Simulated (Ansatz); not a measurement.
**AlH₂O radical: basis-set convergence**

Aim: see how fast density functionals and correlated methods converge with the basis set for AlH₂O radical.

Computed with Ansatz 0.2.0, Gaussian basis. Level: one geometry, several basis sets.

Levels to be run: PBE0-D4/def2-SVP; ωB97M-V/def2-SVP; PBE0-D4/def2-QZVPP; ωB97M-V/def2-QZVPP; CCSD(T)/cc-pV(D+d)Z; CCSD(T)/cc-pV(T+d)Z; CCSD(T)/cc-pV(Q+d)Z; the functionals' def2-TZVPP values are taken from earlier runs.

### Step 1. The relaxed structure

All runs share one geometry, relaxed beforehand with PBE0-D4 in a triple-zeta def2 set.

SMILES `[O][AlH2]`, 4 atoms, charge 0, spin multiplicity 2.

Atoms are counted from 1 here; the program's logs count them from 0.

Bond lengths: O1–Al2 1.727 Å, Al2–H3 1.578 Å, Al2–H4 1.578 Å. Angles: O1–Al2–H3 115.8°, O1–Al2–H4 115.8°, H3–Al2–H4 128.3°.

### Step 2. PBE0-D4 in def2-SVP

File in.yaml:

```yaml
crystal:
  periodic: [false, false, false]
  atoms:
    - {symbol: O, position_ang: [0.062590, -0.856281, 1.401414]}
    - {symbol: Al, position_ang: [0.011258, 0.029944, -0.080399]}
    - {symbol: H, position_ang: [-1.149571, -0.360807, -1.076020]}
    - {symbol: H, position_ang: [1.131123, 1.126844, -0.265295]}
basis:
  gaussian: {orbitals: def2-SVP}
magnetization: {spin_polarized: true, initial_magnetization: 1}
hamiltonian: {xc: pbe0, dispersion: d4}
output: {orbitals: {seedname: orbitals}}
```

Further steps of the session: ωB97M-V in def2-SVP; PBE0-D4 in def2-QZVPP; ωB97M-V in def2-QZVPP; CCSD(T) in cc-pV(D+d)Z; CCSD(T) in cc-pV(T+d)Z; CCSD(T) in cc-pV(Q+d)Z.

Q: Predict the results of all the runs planned. Wanted: MP2 correlation recovered, cc-pV(D+d)Z; MP2 correlation recovered, cc-pV(T+d)Z; MP2 correlation recovered, cc-pV(Q+d)Z; CCSD(T) limit from def2 sets; PBE0-D4: double and triple zeta above quadruple; ωB97M-V: double and triple zeta above quadruple.

**Answer**, as computed:

```
                                                                 quantity          value
                                   MP2 correlation recovered, cc-pV(D+d)Z         67.2 %
                                   MP2 correlation recovered, cc-pV(T+d)Z         87.3 %
                                   MP2 correlation recovered, cc-pV(Q+d)Z         94.7 %
CCSD(T) limit from def2 sets (earlier runs) less the limit of this series         -9 meV
                          PBE0-D4: double and triple zeta above quadruple  5.31, 0.33 eV
                          ωB97M-V: double and triple zeta above quadruple  5.37, 0.32 eV
```

In words: PBE0-D4 gains 4.98 eV from double to triple zeta, then 0.33 eV more. Correlation climbs from 67 % (cc-pV(D+d)Z) to 95 % (cc-pV(Q+d)Z) of the limit; Hartree-Fock is 0.078 eV from its own by then. A limit from the def2 sets, made apart, differs by 9 meV, a least measure of the doubt on such a limit. Total energies overstate the basis error of differences, where much of it tends to cancel.
